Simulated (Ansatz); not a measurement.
Reaction (hydrogenolysis of a C–F bond): `N=C=CF` + H₂ → `C=C=N` + H–F

Calculated with Ansatz (gas phase, PBE0-D4/def2-TZVP geometries, no zero-point term in ΔE). CBS: MP2 limit from def2 TZ/QZ plus the TZ coupled-cluster correction, frozen cores. This one scheme is used for every species. DFT in def2-TZVPP. Each species was taken in one conformer, which may not be the lowest.

`N=C=CF`:

```xyz
6

N    -0.828    0.263    1.354
C    -0.223    0.021    0.322
C     0.340   -0.363   -0.796
F     1.588   -0.865   -0.814
H    -0.735    1.222    1.692
H    -0.143   -0.279   -1.758
```

H₂:

Z-matrix (Å, degrees):
```
H
H 1 0.746
```

`C=C=N`:

```xyz
6

C     0.629    0.468   -0.571
C    -0.102   -0.215    0.266
N    -0.684   -0.890    1.096
H     0.940    0.027   -1.508
H     0.919    1.484   -0.338
H    -1.701   -0.874    1.055
```

H–F:

Z-matrix (Å, degrees):
```
F
H 1 0.920
```

CCSD(T)/CBS gives -36.5 kcal/mol.

**Question.** Another level gave -34.9 kcal/mol. Which?
A. BLYP/def2-TZVPP
B. ωB97X-V/def2-TZVPP
C. MP2/def2-TZVPP
D. LC-ωPBE/def2-TZVPP

**Answer.** D. LC-ωPBE -34.9, BLYP -31.6, ωB97X-V -33.4, MP2/def2-TZVPP -37.9 kcal/mol.

**Question.** What do rigid-rotor, harmonic-oscillator terms from PBE0-D4/def2-TZVP frequencies (298.15 K, 1 bar) make of the CCSD(T)/CBS value? (Best estimate.)

**Answer.** The calculation gave: ΔZPE = +3.6 kcal/mol, ΔH = -33.1 kcal/mol, ΔS = 20 J/(mol·K), ΔG = -34.5 kcal/mol.

Largest T1 diagnostic among the species: 0.015.

From PBE to PBE0 (25 % exact exchange), in def2-TZVPP and without D4, ΔE moves by −2.5 kcal/mol. Leaving LDA and LC-ωPBE aside and taking each functional with its dispersion term where it has one, the values, not all of them listed here, spread over 5.8 kcal/mol, from PBE-QIDH to BLYP-D4.
